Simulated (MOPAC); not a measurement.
Input for MOPAC: PM3 on HH2ts, 2S+1 = 2.

```
PM3 1SCF PRECISE CHARGE=0 UHF MS=0.5 THREADS=1
H3

H      0.00000000 1     0.00000000 1     0.00000000 1
H      0.00000000 1     0.00000000 1     0.92947400 1
H      0.00000000 1     0.00000000 1    -0.92947400 1
```

Program output:

```
*******************************************************************************
 **                                                                           **
 **                              MOPAC v23.2.5                                **
 **                                                                           **
 *******************************************************************************
 ** MOPAC's Digital Object Identifier: https://doi.org/10.5281/zenodo.6511958 **
 **                                                                           **
 ** Please cite the open-source release paper for use of this MOPAC version:  **
 ** J. E. Moussa and J. J. P. Stewart (2026)                                  **
 ** MOPAC: An open-source semiempirical molecular orbital program             **
 ** J. Open Source Softw., 11(119), 8025, https://doi.org/10.21105/joss.08025 **
 *******************************************************************************

                              PM3 CALCULATION RESULTS

 *******************************************************************************
 *  PM3        - The PM3 Hamiltonian to be used
 *  UHF        - UNRESTRICTED HARTREE-FOCK CALCULATION
 *
 *
 *
 *                 CHARGE ON SYSTEM = 0
 *
 *
 *
 *  MS=        - IN MECI, MAGNETIC COMPONENT OF SPIN =  0.5
 *  PRECISE    - TIGHTER CRITERIA TO BE USED
 *  1SCF       - DO 1 SCF AND THEN STOP
 *  THREADS=1  - MULTI-THREADING NOT USED
 *  T=         - A TIME OF 172800.0 SECONDS REQUESTED
 *  DUMP=N     - RESTART FILE WRITTEN EVERY 7200.0 SECONDS REQUESTED
 *******************************************************************************
PM3 1SCF PRECISE CHARGE=0 UHF MS=0.5 THREADS=1
 H3

   ATOM   CHEMICAL          X               Y               Z
  NUMBER   SYMBOL      (ANGSTROMS)     (ANGSTROMS)     (ANGSTROMS)

     1       H          0.00000000  *   0.00000000  *   0.00000000  *
     2       H          0.00000000  *   0.00000000  *   0.92947400  *
     3       H          0.00000000  *   0.00000000  *  -0.92947400  *



          CARTESIAN COORDINATES

    NO.       ATOM           X           Y           Z

     1         H          0.0000      0.0000      0.0000
     2         H          0.0000      0.0000      0.9295
     3         H          0.0000      0.0000     -0.9295

  H: (PM3): J. J. P. STEWART, J. COMP. CHEM. 10, 209 (1989).

           Empirical Formula: H3  =     3 atoms



      MOLECULAR POINT GROUP   :   D*h


          UHF CALCULATION, NO. OF ALPHA ELECTRONS =    2
                           NO. OF BETA  ELECTRONS =    1

 -------------------------------------------------------------------------------
 PM3 1SCF PRECISE CHARGE=0 UHF MS=0.5 THREADS=1
 H3



     1SCF WAS SPECIFIED, SO BFGS WAS NOT USED
     SCF FIELD WAS ACHIEVED


                              PM3 CALCULATION
                                                       MOPAC v23.2.5 Linux




          FINAL HEAT OF FORMATION =         26.40374 KCAL/MOL =     110.47327 KJ/MOL


          COSMO AREA              =         36.23 SQUARE ANGSTROMS
          COSMO VOLUME            =         18.72 CUBIC ANGSTROMS

          IONIZATION POTENTIAL    =         10.185420 EV
          ALPHA SOMO LUMO (EV)    =        -10.185  3.659
          BETA  SOMO LUMO (EV)    =        -16.495  1.513
          NO. OF ALPHA ELECTRONS  =          2
          NO. OF BETA  ELECTRONS  =          1
          MOLECULAR WEIGHT        =          3.0237         POINT GROUP:  D*h

          MOLECULAR DIMENSIONS (Angstroms)

            Atom       Atom       Distance
            H     3    H     2     1.85895
            H     3    H     2     0.00000
            H     1    H     2     0.00000


          SCF CALCULATIONS        =          1





   ATOM   CHEMICAL          X               Y               Z
  NUMBER   SYMBOL      (ANGSTROMS)     (ANGSTROMS)     (ANGSTROMS)

     1       H          0.00000000  *   0.00000000  *   0.00000000  *
     2       H          0.00000000  *   0.00000000  *   0.92947400  *
     3       H          0.00000000  *   0.00000000  *  -0.92947400  *

                             CARTESIAN COORDINATES

   1    H        0.000000000     0.000000000     0.000000000
   2    H        0.000000000     0.000000000     0.929474000
   3    H        0.000000000     0.000000000    -0.929474000


           Empirical Formula: H3  =     3 atoms



      MOLECULAR POINT GROUP   :   D*h


          ALPHA EIGENVALUES
 -18.33415 -10.18542   3.65903


           BETA EIGENVALUES
 -16.49471   1.51271   4.91567


              NET ATOMIC CHARGES AND DIPOLE CONTRIBUTIONS

  ATOM NO.   TYPE          CHARGE      No. of ELECS.   s-Pop
    1          H           0.113314        0.8867     0.88669
    2          H          -0.056657        1.0567     1.05666
    3          H          -0.056657        1.0567     1.05666
 DIPOLE           X         Y         Z       TOTAL
 POINT-CHG.     0.000     0.000    -0.000     0.000
 HYBRID         0.000     0.000     0.000     0.000
 SUM            0.000     0.000    -0.000     0.000


          ATOMIC ORBITAL ELECTRON POPULATIONS

     Atom    s
    1  H   0.88669
    2  H   1.05666
    3  H   1.05666


                    (SZ)    =    0.500000
                    (S**2)  =    0.798763


          ATOMIC ORBITAL SPIN POPULATIONS

    Atom   Total    s
         Atomic
    1  H -0.2193 -0.219
    2  H  0.6097  0.610
    3  H  0.6097  0.610

 **********************
 *                    *
 * JOB ENDED NORMALLY *
 *                    *
 **********************




 == MOPAC DONE ==
```

The run finished.

Cost: roughly 0.010 core-seconds.
